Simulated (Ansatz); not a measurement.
The input, for Ansatz 0.2.0:

```yaml
crystal:
  periodic: [false, false, false]
  atoms:
    - {symbol: Si, position_ang: [-1.171874, 0.006317, 0.021992]}
    - {symbol: Al, position_ang: [1.416563, -0.007636, -0.026584]}
    - {symbol: H, position_ang: [-1.748562, 1.388936, 0.007564]}
    - {symbol: H, position_ang: [-1.736469, -0.658410, 1.240098]}
    - {symbol: H, position_ang: [-1.781536, -0.702136, -1.148828]}
basis:
  gaussian: {orbitals: cc-pVTZ}
magnetization: {spin_polarized: false}
correlation: {method: bccd_t, electrons: outside_noble_gas}
```

```sh
$ ansatz run in.yaml --threads 1 --pin off --events-out ev --progress --plain --max-ram 2560MiB --backend cpu
```

The program prints:

```
649 factors; integrals over basis functions are off by at most 9.3e-4 eV
mean field evaluation 1: about -14490.9058 eV, gradient 1.2e1 eV
mean field evaluation 2: about -14490.9099 eV, gradient 1.2e1 eV
mean field evaluation 4: about -14492.0228 eV, gradient 1.5e0 eV
mean field evaluation 8: about -14492.0451 eV, gradient 8.5e-2 eV
mean field evaluation 16: about -14492.0389 eV, gradient 3.3e-1 eV
mean field -14492.04522918 eV, -532.5728391113 hartree, gradient 5.4e-6 eV, S^2 0.000000; 0 other end points of the search recorded, 0 dependent functions left out; unrestricted orbitals would lower it
10 core orbitals not correlated: weight in the atoms' cores, before any rotation towards them, 1.000 or more for the frozen orbitals, at most 0.000 for the correlated occupied ones
reference -14492.04522918 eV, -532.5728391113 hartree; 5, 5 occupied and 95, 95 virtual orbitals, 649 factors
second order -5.00763923 eV of doubles, -0.00000000 eV of singles
cycle   1  -5.78024947 eV  change   -7.7e-1 eV  update   8.3e-2
cycle   2  -6.10004267 eV  change   -3.2e-1 eV  update   3.4e-2
cycle   3  -6.12298022 eV  change   -2.3e-2 eV  update   1.1e-2
cycle   4  -6.11728090 eV  change    5.7e-3 eV  update   4.1e-3
cycle   5  -6.11666411 eV  change    6.2e-4 eV  update   1.2e-3
cycle   6  -6.11651118 eV  change    1.5e-4 eV  update   5.0e-4
cycle   7  -6.11656554 eV  change   -5.4e-5 eV  update   2.1e-4
cycle   8  -6.11667812 eV  change   -1.1e-4 eV  update   6.1e-5
cycle   9  -6.11668341 eV  change   -5.3e-6 eV  update   2.1e-5
cycle  10  -6.11667674 eV  change    6.7e-6 eV  update   6.8e-6
perturbative correction -0.20715475 eV, -0.0076127966 hartree
Total energy: -14498.36906067 eV, -532.8052356320 hartree
```

Ran on 1 thread of AMD EPYC 7R13, shared host: 3.5 s wall, 0.41 GiB peak host memory.
